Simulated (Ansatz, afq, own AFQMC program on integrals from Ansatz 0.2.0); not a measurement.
**Breaking Si2–C4 in C2H4FNSi, singlet**

```yaml
atoms:
  - { symbol: C, position_ang: [-0.7232, -1.0217, -0.1389] }
  - { symbol: Si, position_ang: [0.6388, 0.1257, 0.3593] }
  - { symbol: F, position_ang: [2.0432, -0.3357, -0.3060] }
  - { symbol: C, position_ang: [0.2841, 1.8270, -0.3091] }
  - { symbol: N, position_ang: [0.0316, 2.8814, -0.7201] }
  - { symbol: H, position_ang: [-0.5248, -2.0401, 0.2285] }
  - { symbol: H, position_ang: [-1.6829, -0.6824, 0.2814] }
  - { symbol: H, position_ang: [-0.8178, -1.0566, -1.2346] }
  - { symbol: H, position_ang: [0.8397, 0.2562, 1.8223] }
```

Products: CH4FSi (doublet; CH3–SiH–F) and CN (doublet; C–N), each relaxed with PBE0/def2-SVP like the molecule; electronic energies without zero-point terms. Determinants: RHF, UHF and ROHF in that order.

Basis def2-SVP. Only valence electrons are correlated. AFQMC by an in-house program on the Cholesky factors that Ansatz 0.2.0 writes for its CCSD(T) run. ph-AFQMC/CISD is guided by a CISD state made of CCSD amplitudes; releasing the constraint for a short imaginary time cuts its bias at the price of noise, slowly where states lie close. Uncertainties: one standard error, sampling alone. The errors of all members are added in quadrature.

No full CI on the walks' own integrals is used here. The released AFQMC energy serves as the reference, which it does only where one determinant dominates, the energy is flat over the last release times and near the phaseless one (40 meV or 2 meV an electron, half that with transition metals). On small molecules, where full CI could be run and the noise was under 10 meV, such values lay within 10 meV of it in 19 cases of 20, a flattering rate, since the rule was set on those same cases; what remains of the bias isn't in the error bar. Each member takes its own surest rung, up to full CI.

Errors are counted within def2-SVP, not against nature.

Cautions: C₂H₄FNSi (singlet): the released value is read at 0.90 1/Eh with a noise of 12 meV, more than in the cases checked (meV from the phaseless value at times in 1/Eh: 4 ± 10 at 0.21, -6 ± 9 at 0.42, -5 ± 10 at 0.63, 0 ± 12 at 0.90); CN (doublet): strong correlation, its ph-AFQMC/CISD value lies 58 ± 5 meV above CCSDTQ.

Reference (AFQMC with the constraint released): 514.1 ± 1.2 kJ/mol.

| level | bond energy (kJ/mol) | error against released AFQMC (kJ/mol) |
| --- | --- | --- |
| HF | 492.9 | -21.2 ± 1.2 |
| MP2 | 544.9 | 30.8 ± 1.2 |
| CCSD | 517.2 | 3.0 ± 1.2 |
| CCSD(T) | 516.2 | 2.0 ± 1.2 |
| ph-AFQMC/CISD | 519.8 ± 1.4 | 5.7 ± 1.8 |

Correlation beyond CCSD(T) changes it by less than twice the noise. The perturbative (T) step is worth −1.0 kJ/mol. Where the cautions show a poor determinant, the low rows tell how each method copes with it, not its usual error.

Released energies are given only where the last usable release times agree within the noise; a slower fall can still hide under it.
